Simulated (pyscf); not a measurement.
A first-order saddle from PySCF, ωB97X-D3(BJ)/def2-SVP:

```xyz
11

O      0.0152     1.2703    -0.0712
Si    -0.9583     0.0971    -0.5593
O     -0.2627    -1.3694    -0.8701
O     -1.9589     0.4594    -1.8144
F     -1.9706    -0.1244     0.7566
H     -0.8015     2.1979     0.8959
H      0.6593    -1.4474    -0.6064
H     -2.1314    -0.2617    -2.4276
O     -0.7864     1.9684     1.9308
H     -0.0365     1.3630     1.4978
H     -1.5174     1.3097     1.9635
```
Charge 0, spin multiplicity 1.

Surface: singlet, charge 0. Lowest wavenumbers (cm⁻¹): 1270i, 72, 117, 140, 176.

**Question.** Which two sides does it connect, and which bonds change?

**Answer.** HO–Si(OH)(OH)–F + water (H₂O) ⇌ HO–Si(OH)(OH)–F + water (H₂O), a four-centre exchange read from left to right: H–O, H–O broken and H–O, H–O formed. At ωB97M-D3(BJ)/def2-TZVP it lies +149.8 kJ/mol from the left side and +149.8 kJ/mol from the right (each side as separated species at their lowest minima found). On the reactant side the descent ends in a bound adduct (not fully relaxed), 38.8 kJ/mol under the separated species and 193.0 kJ/mol under the saddle at ωB97X-D3(BJ)/def2-TZVP. On the product side the descent ends in a bound adduct, 34.3 kJ/mol under the separated species and 188.4 kJ/mol under the saddle at ωB97X-D3(BJ)/def2-TZVP. One saddle was located; it need not be the lowest between these sides.
